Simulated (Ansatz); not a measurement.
Seven cases of atomisation energy with Al to Br (electronic energies, kcal/mol); geometries: B3LYP-D3(BJ)/def2-TZVP. The cases were drawn at random from those of this class that have a high level and all functionals, leaving out states under which another spin lies or may lie. Left out are anions, K, Ca, elements past Kr, ionisation of Li, Na and Mg, pi-pi* triplets of linear molecules and other triplets made from a closed-shell parent. Runs that doubt their state, and full CI more than 15 mEh from coupled cluster, are set aside; a case stays where another high level and all functionals remain. AFQMC serves as high level only in triple zeta or larger, with a steady walk, a bar under 0.8 kcal/mol and agreement with other high levels or trials where they ran; where none ran, an unstable determinant or (outside 3d species) a high T1 diagnostic also bars it, so strongly correlated cases are thinned. No case was kept or dropped by the size of a functional's miss. High levels with a bar over 0.5 kcal/mol are left out too, and the seventh case lies inside the range of the six. Affinities count positive where energy is released, gaps as the second state minus the first. r2SCAN is by Ansatz (a program for electronic structure) in def2-TZVPD. High levels (Ansatz): P = CCSD(T)/CBS(cc-pV(Q+d)Z,cc-pV(5+d)Z) + [CCSDT(Q) - CCSD(T)]/cc-pV(D+d)Z + core + X2C; Q = CCSD(T)/CBS(cc-pV(T+d)Z,cc-pV(Q+d)Z) + [CCSDT(Q) - CCSD(T)]/cc-pV(D+d)Z + core + X2C; R = CCSD(T)/CBS(cc-pVQZ,cc-pV5Z) + [CCSDT(Q) - CCSD(T)]/cc-pV5Z + [CCSDTQ - CCSDT(Q)]/cc-pVTZ; S = CCSD(T)/CBS(cc-pVQZ,cc-pV5Z) + [CCSDT(Q) - CCSD(T)]/cc-pVQZ + [CCSDTQ - CCSDT(Q)]/cc-pVDZ; T = CCSD(T)/CBS(def2-TZVPP,def2-QZVPP) + [CCSDT(Q) - CCSD(T)]/def2-TZVPP + [CCSDTQ - CCSDT(Q)]/def2-SVP. UHF or UKS for unpaired electrons; spin-orbit terms are left out. Cores are frozen in correlated methods (noble-gas shells, and filled d and f shells in the p block). Rows without X2C or -DK are non-relativistic. CBS(X,Y): correlation extrapolated as X^-3, Hartree-Fock from the larger set (Q,5: extrapolated as (X+1)exp(-9√X)). A bracket is a step between two methods taken in the basis named. The functionals are non-relativistic, so their misses hold any scalar relativity. '+ core + X2C': CCSD(T) terms for core correlation (cc-pwCVTZ, 1s frozen past Ne) and scalar relativity (cc-pVTZ-DK). For partners of very few electrons the exact lower level stands in for a higher one. Spin-orbit terms, left out, reach several kcal/mol for Br and I, and more for heavier atoms. The UHF reference of Se2 ([Se]=[Se], triplet) is spin-contaminated (<S^2> up to 0.05 over the pure value in the sets run). The determinant of Se2 ([Se]=[Se], triplet) is a saddle point of the SCF energy; a lower one exists, which strains HF and MP2. The spin of H2Ga ([GaH2], doublet) was assumed, and the state is the lowest solution found for it.

```
case                                                     r2SCAN  level  high level
-------------------------------------------------------  ------  -----  ----------
Se2 (SMILES [Se]=[Se], triplet)                            90.5      S        83.0
H3SiO3F (fluoro(trihydroxy)silane, SMILES O[Si](O)(O)F)   813.0      Q       824.3
C2H3NS (2H-1,3-thiazete, SMILES C1=NCS1)                  651.5      Q       651.3
HBOCl (SMILES O[B]Cl, doublet)                            348.6      P       340.5
CH5Si (SMILES C[SiH2], doublet)                           533.5      P       531.1
BrCl (SMILES ClBr)                                         56.6      T        55.8
GaH2 (SMILES [GaH2], doublet)                             115.8      R    withheld
```

Problem. Fit a straight line from r2SCAN to the high level over the first six rows by least squares, predict the seventh, and compare with the calculation.

Solution. Means: r2SCAN 415.62, high level 414.33. Sxx = 466536, Sxy = 473965, slope 1.0159, intercept -7.89 kcal/mol; residual standard deviation 5.7 kcal/mol. Seventh row: 1.0159·(115.8) -7.89 = 109.8 kcal/mol. The calculation gave 113.2 kcal/mol: the line differs from it by -3.4, r2SCAN itself by +2.6.
